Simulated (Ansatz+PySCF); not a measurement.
## doublet CH₃: levels of theory in one basis

```xyz
4

C    -0.0066    0.0075    0.0002
H     0.0009    0.0059    1.0675
H    -0.0032    0.9243   -0.5440
H     0.0026   -0.9354   -0.5466
```

Basis set: cc-pVTZ (spherical functions). Frozen core: 1 orbital. Correlation on ROHF uses semicanonical orbitals with singles. Charge 0, multiplicity 2.

Computed with Ansatz (development build ahead of 0.2.0); each method stands on the lowest determinant of its kind that the runs found.

```
   method  E − E(ROHF) (eV)  <S²> of the determinant
     ROHF              0.00                     0.75
      UHF             -0.12                     0.76
 ROHF-MP2             -4.44                        –
  UHF-MP2             -4.42                     0.76
ROHF-CCSD             -4.98                        –
 UHF-CCSD             -4.98                     0.76
```

(1) What does ROHF-CCSD(T) give on the same scale?

(2) Is a single determinant a sound starting point here?

## Answers

(1) -5.11 eV.

(2) By this sign, yes. Unrestricted orbitals gain 0.12 eV and <S²> is 0.76 against 0.75 for a pure state.
